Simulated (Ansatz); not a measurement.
`[CH3][AlH][SiH3]` and `[CH3][AlH][CH3]` differ in one atom or group.

Ansatz, PBE0-D4/def2-TZVP geometries, multiplicity 1. 

| property | `[CH3][AlH][SiH3]` |
| --- | --- |
| LUMO energy (PBE0/def2-TZVPP) / eV | -1.74 |
| HOMO–LUMO gap (B3LYP/def2-TZVPP) / eV | 5.23 |
| LUMO energy (PBE/def2-TZVPP) / eV | -2.50 |
| HOMO energy (B3LYP/def2-TZVPP) / eV | -7.16 |
| HOMO energy (PBE/def2-TZVPP) / eV | -6.27 |
| size of the dipole moment (ωB97M-V/def2-TZVPP) / D | 1.06 |

Task: Give the same properties after the change, and the shifts. (Best estimate.)

Result: Computed: 
```csv
property,`[CH3][AlH][CH3]`,shift
LUMO energy (PBE0/def2-TZVPP) / eV,-0.83,0.91
HOMO–LUMO gap (B3LYP/def2-TZVPP) / eV,6.47,1.24
LUMO energy (PBE/def2-TZVPP) / eV,-1.61,0.89
HOMO energy (B3LYP/def2-TZVPP) / eV,-7.54,-0.38
HOMO energy (PBE/def2-TZVPP) / eV,-6.49,-0.22
size of the dipole moment (ωB97M-V/def2-TZVPP) / D,0.67,-0.39
```

With PBE0 the HOMO falls by 0.41 eV and the LUMO rises by 0.91 eV, so the gap widens by about 1.32 eV. PBE moves the HOMO by -0.22 eV and ωB97M-V by -0.65 eV. Dipoles are sizes alone; their direction can turn.

B3LYP here is the variant with VWN-RPA as its local correlation; programs differ in this.
